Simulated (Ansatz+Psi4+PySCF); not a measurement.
## singlet NH3 in separate pieces: levels of theory in one basis

```xyz
4

N     0.0000    0.0000    0.1165
H     0.0000    2.8192   -1.0484
H     0.8138   -0.4699   -0.2718
H    -0.8138   -0.4699   -0.2718
```

Basis set: cc-pVTZ (spherical functions). Left uncorrelated: 1 orbital. Charge 0, multiplicity 1.

Computed with Ansatz (development build ahead of 0.2.0) and PySCF 2.14.0; each method stands on the lowest determinant of its kind that the runs found.

| method | E − E(RHF) (eV) | <S²> of the determinant |
| --- | --- | --- |
| RHF | 0.00 | 0.00 |
| UHF | -4.86 | 1.00 |
| RHF-MP2 | -8.39 | – |
| UHF-MP2 | -9.89 | 1.00 |
| RHF-CCSD | -9.73 | – |
| UHF-CCSD | -10.36 | 1.00 |
| RHF-CCSD(T) | -10.93 | – |

Question: What does UHF-CCSD(T) give on the same scale?

Answer: -10.51 eV.

Question: Is a single determinant a sound starting point here?

Answer: It is doubtful. Unrestricted orbitals lower Hartree–Fock by 4.86 eV and <S²> is 1.00 where a pure state has 0.00, a sign of strong static correlation.

Caution for RHF, RHF-MP2, RHF-CCSD, RHF-CCSD(T): an unrestricted determinant lies well below. Caution for UHF, UHF-MP2, UHF-CCSD, UHF-CCSD(T): the unrestricted determinant is a mixture of spin states. Caution for RHF-MP2: large amplitudes, a single reference is doubtful. Caution for UHF-MP2, UHF-CCSD, UHF-CCSD(T): a plain start can end on a higher determinant. Caution for RHF-CCSD, RHF-CCSD(T): very large amplitudes, the method is breaking down; the program doubts this total.
